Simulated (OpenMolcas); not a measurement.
## NO2F (nitryl fluoride): a line through the functionals

NO2F: 4 atoms, total charge 0, spin state singlet. As SMILES, `O=[N+]([O-])F`. The coordinates come from a PBE0-D4/def2-TZVP relaxation.

The vertical ionisation energy (to the doublet cation) y, in eV, basis cc-pVTZ; a is the functional's share of exact exchange. Programs: OpenMolcas 26.06.

| functional | program | a | y (eV) |
| --- | --- | --- | --- |
| r2SCAN | OpenMolcas | 0 | 13.06 |
| revPBE | OpenMolcas | 0 | 12.67 |
| B3LYP | OpenMolcas | 0.2 | ? |
| PBE0 | OpenMolcas | 0.25 | 13.37 |
| BHLYP | OpenMolcas | 0.5 | 13.75 |

Q: Fit y = c + s·a to the known rows and predict B3LYP.

A: 
1. Means of the 4 rows: a = 0.1875, y = 13.213.
2. Σ(Δa)² = 0.17188, Σ(Δa·Δy) = 0.30812, so the slope is 0.30812/0.17188 = 1.7926.
3. Intercept: 13.213 − (1.7926) × 0.1875 = 12.877. The largest residual of the fit is 0.21.
4. B3LYP: 12.877 + (1.7926) × 0.2 = 13.24 eV.

The run gave 13.37 eV, so the prediction is off by -0.13 eV, within the scatter of the fit. The rows mix families of semi-local functionals, which the line can't see.
